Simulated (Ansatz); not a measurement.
## Pulling the pair apart

The pair of H$_{2}$S (SMILES S, atoms 1–3) and SiH$_{4}$ (SMILES [SiH4], atoms 4–8), both closed shells, in one local arrangement (a lower one may exist), relaxed at PBE0-D4/def2-TZVP:

```
8
angstrom
S -0.0021 -0.5293 -2.3077
H -1.0045 0.3607 -2.3598
H 0.9292 0.4345 -2.3663
Si 0.0154 -0.0573 1.3980
H -1.1151 -0.9537 1.0539
H 1.3027 -0.6761 0.9970
H 0.0246 0.1697 2.8682
H -0.1503 1.2516 0.7165
```

SiH$_{4}$ is shifted rigidly along the line between the mean atom positions of the two fragments (negative: closer). Counterpoise interaction energies in kcal/mol. Ansatz 0.2.0; basis: def2-TZVPPD; cores frozen in the correlated methods. B3LYP uses VWN-RPA correlation.

| shift (Å) | PBE0-D4 | HF | B3LYP-D4 |
| --- | --- | --- | --- |
| -0.37 | -0.73 | 3.03 | -0.19 |
| -0.19 | -1.27 | 1.57 | -0.94 |
| 0.00 | -1.43 | 0.74 | -1.21 |
| 0.19 | -1.39 | 0.27 | -1.21 |
| 0.45 | -1.20 | -0.03 | -1.03 |
| 0.93 | -0.76 | -0.16 | -0.59 |
| 1.87 | -0.25 | -0.09 | -0.14 |
| 3.74 | -0.01 | -0.02 | 0.03 |

At the largest shift the D4 term itself is slightly repulsive (PBE0-D4 +0.4 meV, B3LYP-D4 +1.7 meV): a quirk of that model, not of the functional.

**Question.** What does CCSD(T) give at these shifts? (Judge from chemistry; the value comes from the calculation.)

**Answer.** By the calculation: 0.27, -0.54, -0.88, -0.97, -0.89, -0.60, -0.22, -0.04 kcal/mol. For zero shift, CCSD(T) at an estimated basis limit (MP2 extrapolated from triple and quadruple zeta, plus CCSD(T) − MP2 in triple zeta) gives -1.18 kcal/mol. These are counterpoise interaction energies, counted from the two frozen fragments.

T1 diagnostic: at most 0.011.

For scale, one of the runs: CCSD(T)/def2-TZVPPD, 201 basis functions, launched by `ansatz run in.yaml --threads 2 --pin off --events-out ev --progress --plain --max-ram 5222MiB`. Time: 31 s of wall clock on 2 CPU threads of an Arm Neoverse V1; the host was shared. Peak host memory: 2.2 GiB.
